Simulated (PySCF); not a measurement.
Magnetic susceptibility: [CH]+, charge +1

Geometry:
```csv
atom,x (Å),y (Å),z (Å)
C1,0.515,0.035,0.031
H2,-0.513,-0.033,-0.044
```

Total charge +1.

Method used: PySCF 2.14.0, GIAO B3LYP/aug-pcSseg-1 magnetisability, rotational g tensor and spin-rotation constants, non-relativistic, gas phase. Geometry: PBE0-D3(BJ)/def2-SVP, altered.

For an ion the centre-of-mass motion in the field is neglected.

Task: How diamagnetic is it, and how anisotropic?

Result: Isotropic 387 × 10⁻³⁰ J/T², or 23.3 × 10⁻⁶ cm³/mol; principal values -112, 636, 636 × 10⁻³⁰ J/T², anisotropy 748 × 10⁻³⁰ J/T² (root of half the summed squared differences of the principal values). The susceptibility is in cgs units.

Task: Split it along the inertial axes a, b, c into diamagnetic and paramagnetic parts about the centre of mass, with the quadrupole moment.

Result: 
```csv
axis,χ (10⁻⁶ cm³/mol),diamagnetic (10⁻⁶ cm³/mol),paramagnetic (10⁻⁶ cm³/mol),summed x² of all electrons (Å²),quadrupole Θ (D Å)
a,-6.7,-6.7,0.0,1.9,-0.66
b,38.3,-11.3,49.6,0.8,+0.33
c,38.3,-11.3,49.6,0.8,+0.33
```
Anisotropies 2χaa − χbb − χcc = -90.1 and 2χbb − χaa − χcc = +45.0 × 10⁻⁶ cm³/mol. Θ is traceless in Buckingham's convention.

Task: And the rotational g tensor?

Result: 
| axis | rotational constant (GHz) | g | nuclear part | electronic part |
| --- | --- | --- | --- | --- |
| b | 509.7735 | -10.9279 | 0.9610 | -11.8889 |
| c | 509.7735 | -10.9279 | 0.9610 | -11.8889 |

Linear; isotopes 12C, 1H; no vibrational averaging.
